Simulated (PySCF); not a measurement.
# One shape, several levels: H3O+ (oxonium)

Aim: a comparison of 6 runs (CAM-B3LYP/STO-3G, CAM-B3LYP/3-21G, CAM-B3LYP/6-31G*, CAM-B3LYP/6-311+G**, CAM-B3LYP/6-311++G(2d,2p), CAM-B3LYP/6-311++G(3df,3pd)) of H3O+ (oxonium). Input form: a Python script.

The results are computed with PySCF 2.14.0.

1 further run of the same task is left out (set aside as unsound or not needed).

## 1. The molecule

H3O+ has 4 atoms, charge +1, and is taken as a singlet. SMILES: `[OH3+]`. The coordinates come from a PBE0-D4/def2-TZVP relaxation.

Bond lengths: O1–H2 0.978 Å, O1–H3 0.978 Å, O1–H4 0.978 Å. Angles: H2–O1–H3 113.0°, H2–O1–H4 113.0°, H3–O1–H4 113.0°.

## 2. Energy and one-electron properties at CAM-B3LYP/STO-3G (run 1)

File run.py:

```python
import numpy
from pyscf import gto, scf, dft, lo

system = gto.M(
    atom='O 0.181970 -0.056700 -0.052760; H 0.219060 0.918440 0.015140; H -0.408890 -0.368290 -0.767380; H 0.007860 -0.493450 0.805020',
    basis='sto-3g',
    charge=1,
    max_memory=1860,
    verbose=3,
)

mf = dft.RKS(system, xc='cam-b3lyp')
mf.conv_tol = 1e-10
mf.grids.level = 4
mf.kernel()
if not mf.converged:
    mf = mf.newton().run(mf.mo_coeff, mf.mo_occ)

e_tot = mf.e_tot
print(f'total energy: {e_tot:.8f} hartree')
dip = mf.dip_moment()
pop, q = mf.mulliken_pop()
quad = mf.quad_moment()
occ = mf.mo_coeff[:, mf.mo_occ > 0]
iaos = lo.vec_lowdin(lo.iao.iao(system, occ), mf.get_ovlp())
c = iaos.T @ mf.get_ovlp() @ occ
pop_iao, q_iao = scf.hf.mulliken_pop(lo.iao.reference_mol(system), (c * mf.mo_occ[mf.mo_occ > 0]) @ c.T, numpy.eye(c.shape[0]), verbose=0)
print('IAO charges', numpy.round(q_iao, 4))
```

Started as:

```sh
$ OMP_NUM_THREADS=1 python run.py
```

Output:

```text
converged SCF energy = -75.6500154134202
total energy: -75.65001541 hartree

WARN: System has nonzero charge 1; the dipole moment is origin-dependent.
Location of origin: [0. 0. 0.]

Dipole moment(X, Y, Z, Debye): -0.98961,  0.30846,  0.28689
 ** Mulliken pop  **
pop of  0 O 1s            1.99603
pop of  0 O 2s            1.73167
pop of  0 O 2px           1.81376
pop of  0 O 2py           1.35693
pop of  0 O 2pz           1.35028
pop of  1 H 1s            0.58377
pop of  2 H 1s            0.58378
pop of  3 H 1s            0.58379
 ** Mulliken atomic charges  **
charge of    0O =     -0.24867
charge of    1H =      0.41623
charge of    2H =      0.41622
charge of    3H =      0.41621
Traceless quadrupole moment (Debye*A):

IAO charges [-0.2672  0.4224  0.4224  0.4224]
```

Wall time 1.3 s (1 thread of Arm Neoverse V1, shared host); peak memory 0.14 GiB.

Atomic charges (e):

| atom | Mulliken | IAO |
| --- | --- | --- |
| O1 | -0.249 | -0.267 |
| H2 | +0.416 | +0.422 |
| H3 | +0.416 | +0.422 |
| H4 | +0.416 | +0.422 |

## 3. The charge distribution at CAM-B3LYP/3-21G (run 2)

File input.xyz:

```xyz
4
H3O
O      0.181970    -0.056700    -0.052760
H      0.219060     0.918440     0.015140
H     -0.408890    -0.368290    -0.767380
H      0.007860    -0.493450     0.805020
```

File calc.py:

```python
import numpy
from pyscf import gto, scf, dft, lo

molecule = gto.M(
    atom='input.xyz',
    basis='3-21g',
    charge=1,
    verbose=3,
    max_memory=1860,
)

mf = dft.RKS(molecule)
mf.xc = 'cam-b3lyp'
mf.grids.level = 4
mf.conv_tol = 1e-10
mf.kernel()
if not mf.converged:
    mf = mf.newton().run(mf.mo_coeff, mf.mo_occ)

e_final = mf.e_tot
print('Final energy', e_final)
dip = mf.dip_moment()
pop, q = mf.mulliken_pop()
quad = mf.quad_moment()
occ = mf.mo_coeff[:, mf.mo_occ > 0]
iaos = lo.vec_lowdin(lo.iao.iao(molecule, occ), mf.get_ovlp())
c = iaos.T @ mf.get_ovlp() @ occ
pop_iao, q_iao = scf.hf.mulliken_pop(lo.iao.reference_mol(molecule), (c * mf.mo_occ[mf.mo_occ > 0]) @ c.T, numpy.eye(c.shape[0]), verbose=0)
print('IAO charges', numpy.round(q_iao, 4))
```

Started as:

```sh
$ OMP_NUM_THREADS=1 python calc.py
```

Output:

```text
converged SCF energy = -76.2457835939655
Final energy -76.2457835939655

WARN: System has nonzero charge 1; the dipole moment is origin-dependent.
Location of origin: [0. 0. 0.]

Dipole moment(X, Y, Z, Debye): -1.16567,  0.36332,  0.33794
 ** Mulliken pop  **
pop of  0 O 1s            1.98288
pop of  0 O 2s            0.41824
pop of  0 O 3s            1.40164
pop of  0 O 2px           0.86366
pop of  0 O 2py           0.68987
pop of  0 O 2pz           0.68734
pop of  0 O 3px           0.98736
pop of  0 O 3py           0.76601
pop of  0 O 3pz           0.76278
pop of  1 H 1s            0.36963
pop of  1 H 2s            0.11044
pop of  2 H 1s            0.36963
pop of  2 H 2s            0.11044
pop of  3 H 1s            0.36965
pop of  3 H 2s            0.11044
 ** Mulliken atomic charges  **
charge of    0O =     -0.55976
charge of    1H =      0.51993
charge of    2H =      0.51992
charge of    3H =      0.51991
Traceless quadrupole moment (Debye*A):

IAO charges [-0.3929  0.4643  0.4643  0.4643]
```

Run time: 1.4 s. Hardware: 1 thread of Arm Neoverse V1, shared host; peak memory 0.16 GiB.

Atomic charges (e):

| atom | Mulliken | IAO |
| --- | --- | --- |
| O1 | -0.560 | -0.393 |
| H2 | +0.520 | +0.464 |
| H3 | +0.520 | +0.464 |
| H4 | +0.520 | +0.464 |

Runs 3 to 4 aren't shown in full; the table further down has their settings and results.

## 4. Energy and one-electron properties at CAM-B3LYP/6-311++G(2d,2p) (run 5)

File run.py:

```python
import numpy
from pyscf import gto, scf, dft, lo

mol = gto.M(
    atom='''
O      0.343873    -0.107147    -0.099702
H      0.413963     1.735600     0.028610
H     -0.772690    -0.695967    -1.450138
H      0.014853    -0.932485     1.521267
''',
    max_memory=1860,
    verbose=3,
    charge=1,
    unit='bohr',
    basis='6-311++g(2d,2p)',
)

mf = dft.RKS(mol, xc='cam-b3lyp')
mf.conv_tol = 1e-10
mf.grids.level = 4
mf.kernel()
if not mf.converged:
    mf = mf.newton().run(mf.mo_coeff, mf.mo_occ)

energy = mf.e_tot
print('E(%s) = %.9f' % ('CAM-B3LYP', energy))
dip = mf.dip_moment()
pop, q = mf.mulliken_pop()
quad = mf.quad_moment()
occ = mf.mo_coeff[:, mf.mo_occ > 0]
iaos = lo.vec_lowdin(lo.iao.iao(mol, occ), mf.get_ovlp())
c = iaos.T @ mf.get_ovlp() @ occ
pop_iao, q_iao = scf.hf.mulliken_pop(lo.iao.reference_mol(mol), (c * mf.mo_occ[mf.mo_occ > 0]) @ c.T, numpy.eye(c.shape[0]), verbose=0)
print('IAO charges', numpy.round(q_iao, 4))
```

Started as:

```sh
$ OMP_NUM_THREADS=1 python run.py
```

Output:

```text
converged SCF energy = -76.704479615786
E(CAM-B3LYP) = -76.704479616

WARN: System has nonzero charge 1; the dipole moment is origin-dependent.
Location of origin: [0. 0. 0.]

Dipole moment(X, Y, Z, Debye): -0.74397,  0.23188,  0.21569
 ** Mulliken pop  **
pop of  0 O 1s            1.08441
pop of  0 O 2s            0.90872
pop of  0 O 3s            0.98195
pop of  0 O 4s            0.76784
pop of  0 O 5s           -0.09853
pop of  0 O 2px           0.38699
pop of  0 O 2py           0.31163
pop of  0 O 2pz           0.31054
pop of  0 O 3px           0.79643
pop of  0 O 3py           0.67661
pop of  0 O 3pz           0.67487
pop of  0 O 4px           0.54658
pop of  0 O 4py           0.37153
pop of  0 O 4pz           0.36899
pop of  0 O 5px           0.03495
pop of  0 O 5py           0.00022
pop of  0 O 5pz          -0.00029
pop of  0 O 3dxy          0.00014
pop of  0 O 3dyz          0.00034
pop of  0 O 3dz^2         0.00050
pop of  0 O 3dxz          0.00064
pop of  0 O 3dx2-y2       0.00065
pop of  0 O 4dxy          0.00119
pop of  0 O 4dyz         -0.00036
pop of  0 O 4dz^2         0.00103
pop of  0 O 4dxz          0.00342
pop of  0 O 4dx2-y2       0.00308
pop of  1 H 1s            0.23918
pop of  1 H 2s            0.28095
pop of  1 H 3s            0.03827
pop of  1 H 4s            0.00449
pop of  1 H 2px           0.00359
pop of  1 H 2py           0.01408
pop of  1 H 2pz           0.00207
pop of  1 H 3px           0.01682
pop of  1 H 3py           0.01148
pop of  1 H 3pz           0.01104
pop of  2 H 1s            0.23918
pop of  2 H 2s            0.28095
pop of  2 H 3s            0.03827
pop of  2 H 4s            0.00449
pop of  2 H 2px           0.00749
pop of  2 H 2py           0.00340
pop of  2 H 2pz           0.00885
pop of  2 H 3px           0.01486
pop of  2 H 3py           0.01173
pop of  2 H 3pz           0.01274
pop of  3 H 1s            0.23919
pop of  3 H 2s            0.28096
pop of  3 H 3s            0.03828
pop of  3 H 4s            0.00449
pop of  3 H 2px           0.00376
pop of  3 H 2py           0.00466
pop of  3 H 2pz           0.01132
pop of  3 H 3px           0.01603
pop of  3 H 3py           0.01204
pop of  3 H 3pz           0.01128
 ** Mulliken atomic charges  **
charge of    0O =     -0.13407
charge of    1H =      0.37804
charge of    2H =      0.37803
charge of    3H =      0.37801
Traceless quadrupole moment (Debye*A):

IAO charges [-0.4363  0.4788  0.4788  0.4787]
```

Run time: 3.6 s. Hardware: 1 thread of Arm Neoverse V1, shared host; peak memory 0.27 GiB.

Atomic charges (e):

| atom | Mulliken | IAO |
| --- | --- | --- |
| O1 | -0.134 | -0.436 |
| H2 | +0.378 | +0.479 |
| H3 | +0.378 | +0.479 |
| H4 | +0.378 | +0.479 |

## 5. Energy and one-electron properties at CAM-B3LYP/6-311++G(3df,3pd) (run 6)

File calc.py:

```python
# [OH3+]
import numpy
from pyscf import gto, scf, dft, lo

mol = gto.Mole()
mol.atom = 'O 0.181970 -0.056700 -0.052760; H 0.219060 0.918440 0.015140; H -0.408890 -0.368290 -0.767380; H 0.007860 -0.493450 0.805020'
mol.charge = 1
mol.basis = '6-311++g(3df,3pd)'
mol.max_memory = 1860
mol.verbose = 3
mol.build()

ks = dft.RKS(mol)
ks.xc = 'cam-b3lyp'
ks.grids.level = 4
ks.conv_tol = 1e-10
ks.kernel()
if not ks.converged:
    ks = ks.newton().run(ks.mo_coeff, ks.mo_occ)

energy = ks.e_tot
print('E(%s) = %.9f' % ('CAM-B3LYP', energy))
ks.analyze()
quad = ks.quad_moment()
occ = ks.mo_coeff[:, ks.mo_occ > 0]
iaos = lo.vec_lowdin(lo.iao.iao(mol, occ), ks.get_ovlp())
c = iaos.T @ ks.get_ovlp() @ occ
pop_iao, q_iao = scf.hf.mulliken_pop(lo.iao.reference_mol(mol), (c * ks.mo_occ[ks.mo_occ > 0]) @ c.T, numpy.eye(c.shape[0]), verbose=0)
print('IAO charges', numpy.round(q_iao, 4))
```

Started as:

```sh
$ OMP_NUM_THREADS=1 python calc.py
```

Output:

```text
converged SCF energy = -76.7073539726016
[... 6 lines left out ...]
MO #5   energy= -0.818958307531588 occ= 2
[... 10 lines left out ...]
MO #16  energy= 0.0862948676050399 occ= 0
[... 10 lines left out ...]
MO #27  energy= 0.516769320437005  occ= 0
[... 10 lines left out ...]
MO #38  energy= 1.61701661322007   occ= 0
[... 10 lines left out ...]
MO #49  energy= 2.70879752532244   occ= 0
[... 10 lines left out ...]
MO #60  energy= 3.51443138168595   occ= 0
[... 10 lines left out ...]
MO #71  energy= 5.46022673566418   occ= 0
[... 10 lines left out ...]
MO #82  energy= 8.11757699267213   occ= 0
[... 10 lines left out ...]
MO #93  energy= 50.5240122411464   occ= 0
[... 6 lines left out ...]
WARN: System has nonzero charge 1; the dipole moment is origin-dependent.
Location of origin: [0. 0. 0.]

Dipole moment(X, Y, Z, Debye): -0.72234,  0.22514,  0.20942
Traceless quadrupole moment (Debye*A):

IAO charges [-0.4366  0.4789  0.4789  0.4789]
```

Run time: 7.2 s. Hardware: 1 thread of Arm Neoverse V1, shared host; peak memory 0.43 GiB.

Atomic charges (e):

| atom | Mulliken | IAO |
| --- | --- | --- |
| O1 | -0.795 | -0.437 |
| H2 | +0.598 | +0.479 |
| H3 | +0.598 | +0.479 |
| H4 | +0.598 | +0.479 |

## 6. All runs side by side

| run | level | energy (Eh) | HOMO energy (eV) | LUMO energy (eV) | HOMO–LUMO gap (eV) | wall time |
| --- | --- | --- | --- | --- | --- | --- |
| 1 | CAM-B3LYP/STO-3G | -75.650015 | -20.28 | -1.73 | 18.55 | 1.3 s |
| 2 | CAM-B3LYP/3-21G | -76.245784 | -21.57 | -5.38 | 16.19 | 1.4 s |
| 3 | CAM-B3LYP/6-31G* (spherical functions) | -76.657431 | -22.09 | -5.76 | 16.33 | 1.6 s |
| 4 | CAM-B3LYP/6-311+G** | -76.701542 | -22.24 | -6.25 | 15.99 | 2.4 s |
| 5 | CAM-B3LYP/6-311++G(2d,2p) | -76.704480 | -22.26 | -6.51 | 15.75 | 3.6 s |
| 6 | CAM-B3LYP/6-311++G(3df,3pd) | -76.707354 | -22.28 | -6.50 | 15.78 | 7.2 s |

## 7. Outcome

| quantity | value |
| --- | --- |
| run 6: total energy | -76.70735 Eh |
| run 6: HOMO energy | -22.28 eV |
| run 6: LUMO energy | -6.50 eV |
| run 6: HOMO–LUMO gap | 15.78 eV |

What this shows: The HOMO–LUMO gap runs from 15.75 eV (CAM-B3LYP/6-311++G(2d,2p)) to 18.55 eV (CAM-B3LYP/STO-3G). In run 1 the basis is minimal, so the values are rough. All runs together took 18 s, the longest 7.2 s.
